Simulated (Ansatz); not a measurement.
# ClHNSi− (SMILES N=[Si-]Cl): one structure at several levels

The task here is to estimate one member of a computed series from the others.

Method: single points in def2-TZVPPD; program: Ansatz 0.2.0, Gaussian basis.

Correlated methods freeze the cores. B3LYP uses VWN-RPA correlation.

## The system as given

4 atoms, charge -1, spin multiplicity 1.

Atoms are counted from 1 here; the program's logs count them from 0.

Bond lengths: N1–Si2 1.605 Å, N1–H4 0.988 Å. Angles: Si2–N1–H4 116.2°.

Coordinates:

```xyz
4
charge -1, multiplicity 1
N    -0.23710    0.77610   -0.63880
Si   -0.34070   -0.74680   -0.14380
Cl    1.64960   -1.46380    1.84640
H    -1.03430    1.14190   -1.09340
```

The first run:

File run/in.yaml:

```yaml
crystal:
  periodic: [false, false, false]
  atoms:
    - {symbol: N, position_ang: [-0.237100, 0.776100, -0.638800]}
    - {symbol: Si, position_ang: [-0.340700, -0.746800, -0.143800]}
    - {symbol: Cl, position_ang: [1.649600, -1.463800, 1.846400]}
    - {symbol: H, position_ang: [-1.034300, 1.141900, -1.093400]}
basis:
  gaussian: {orbitals: "def2-TZVPPD.json"}
total_charge: -1
correlation: {method: ccsd_t}
output: {forces: true}
```

The basis file named in the input lies beside it (Basis Set Exchange, JSON).

No record of the launch command was kept for these runs.

Among the steps run: CCSD(T)/def2-TZVPPD; PBE0-D4/def2-TZVPPD; wB97M-V/def2-TZVPPD; r2SCAN-D4/def2-TZVPPD; PBE-D4/def2-TZVPPD; r2SCANh-D4/def2-TZVPPD; B3LYP-D4/def2-TZVPPD.

One table of the session follows, with a row left open; its other results are not shown here.

| method | RMS force component (eV/Å) | angle to CCSD(T) forces (°) |
| --- | --- | --- |
| CCSD(T) | 0.684 | reference |
| PBE0-D4 | 0.653 | 17.7 |
| wB97M-V | 0.642 | 23.9 |
| r2SCAN-D4 | 0.667 | 9.1 |
| PBE-D4 | 0.800 | 4.2 |
| r2SCANh-D4 | ? | ? |
| B3LYP-D4 | 0.629 | 12.1 |

Q: Estimate the row for r2SCANh-D4 from the others.

**Answer.** RMS force component (eV/Å): 0.635; angle to CCSD(T) forces (°): 16.5. In the column «RMS force component (eV/Å)» it lies between B3LYP-D4 (0.629) and wB97M-V (0.642).
